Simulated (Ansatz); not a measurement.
```yaml
crystal:
  periodic: [false, false, false]
  atoms:
    - {symbol: Zr, position_ang: [0.046004, 0.000127, -0.193839]}
    - {symbol: O, position_ang: [1.709296, 0.011831, 0.337201]}
    - {symbol: F, position_ang: [-0.840746, 1.562790, 0.321914]}
    - {symbol: F, position_ang: [-0.819622, -1.573364, 0.324866]}
basis:
  gaussian: {orbitals: def2-TZVP}
hamiltonian: {xc: pbe0}
relax: {f_tol: 0.004, max_steps: 80}
```

```sh
$ ansatz run in.yaml --threads 1 --pin off --events-out ev --progress --plain --max-ram 2176MiB
```

Steps of the relaxation (energy above the last step; positions in Å, forces in eV/Å):

```
4
step 1, 110.4 meV
Zr    0.046    0.000   -0.194    1.639    0.010   -0.870
O     1.709    0.012    0.337   -0.121   -0.001   -0.034
F    -0.841    1.563    0.322   -0.769    1.463    0.451
F    -0.820   -1.573    0.325   -0.749   -1.473    0.454
```

```
4
step 2, 11.6 meV
Zr    0.051    0.000   -0.193    0.468    0.003    0.102
O     1.713    0.012    0.336   -0.297   -0.002   -0.132
F    -0.846    1.618    0.322   -0.087    0.226    0.015
F    -0.824   -1.628    0.325   -0.084   -0.227    0.015
```

```
4
step 3, 1.5 meV
Zr    0.045    0.000   -0.157   -0.030    0.000    0.082
O     1.713    0.012    0.324   -0.040    0.000   -0.023
F    -0.843    1.653    0.310    0.035   -0.019   -0.030
F    -0.821   -1.664    0.313    0.035    0.020   -0.030
```

```
4
step 4, 0.0 meV
Zr    0.036    0.000   -0.135    0.008    0.000    0.025
O     1.711    0.012    0.318   -0.027    0.000   -0.010
F    -0.837    1.670    0.302    0.010   -0.015   -0.008
F    -0.815   -1.681    0.305    0.010    0.015   -0.008
```

```
4
step 6, 0.0 meV
Zr    0.034    0.000   -0.130    0.000    0.000    0.000
O     1.711    0.012    0.317    0.000    0.000    0.000
F    -0.837    1.672    0.300    0.000    0.000    0.000
F    -0.814   -1.683    0.303    0.000    0.000    0.000
```

Close pairs at the end: Zr1–O2 1.736 Å, Zr1–F4 1.934 Å, Zr1–F3 1.934 Å.

A stationary point of restricted PBE0 after 6 steps (its stability towards spin polarisation wasn't tested); no frequencies were run, so it isn't proven a minimum. 29 s on 1 thread of Arm Neoverse V2, shared host.
